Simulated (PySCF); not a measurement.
Compound: C₃H₉P.
Z-matrix (Å and degrees, PBE0-D3(BJ)/def2-SVP geometry), rows numbered from 1:
```
C 
P   1  1.8503
C   2  1.8502  1   99.30
C   2  1.8504  1   99.25  3  -101.13
H   1  1.1029  2  112.60  3    50.14
H   1  1.1008  2  109.50  3   -71.03
H   1  1.1007  2  109.48  3   171.31
H   3  1.1029  2  112.60  1   -50.92
H   3  1.1008  2  109.48  1  -172.09
H   3  1.1007  2  109.50  1    70.27
H   4  1.1030  2  112.56  1    50.66
H   4  1.1007  2  109.55  1   171.87
H   4  1.1008  2  109.45  1   -70.44
```

Jobs on this species (13 atoms, 42 electrons) with PySCF (density fitting). Hardware of each: Arm Neoverse V2, one thread, on a shared host. Times come from a shared host and carry two figures at best. Peak memory is the resident size of the whole Python process, interpreter and libraries included.

Question: Rank these jobs by wall time, shortest first.
A. LC-wPBE/pcSseg-2; shieldings; 277 basis functions
B. PBE0/def2-TZVP; shieldings, charges and field gradients; 184 basis functions
C. BHandHLYP/pcSseg-2; shieldings; 277 basis functions
D. PBE0/STO-3G; shieldings, charges and field gradients; 33 basis functions

Answer: D (1.8 s), B (12 s), C (20 s), A (38 s).

All jobs:

```csv
level and settings,work,basis functions,SCF cycles,wall time,peak memory
PBE0/STO-3G,"shieldings, charges and field gradients",33,10,1.8 s,0.44 GiB
PBE0/def2-TZVP,"shieldings, charges and field gradients",184,12,12 s,0.91 GiB
BHandHLYP/pcSseg-2,shieldings,277,11,20 s,1.1 GiB
B97-2/pcSseg-2,shieldings,277,12,21 s,1.1 GiB
"PBE0-D3(BJ)/def2-SVP, grid level 1",geometry optimisation from a GFN2-xTB start shaken at random,105,44,21 s,0.44 GiB
WP04/pcSseg-2,shieldings,277,13,22 s,1.1 GiB
wB97X-D/pcSseg-2,shieldings,277,12,28 s,1.2 GiB
CAM-B3LYP/pcSseg-2,shieldings,277,12,31 s,1.3 GiB
LC-wPBE/pcSseg-2,shieldings,277,12,38 s,1.1 GiB
```

What do all jobs in the table cost together?

About 3.2 min; the longest takes about 20 % of that, and about 21 times as long as the shortest.
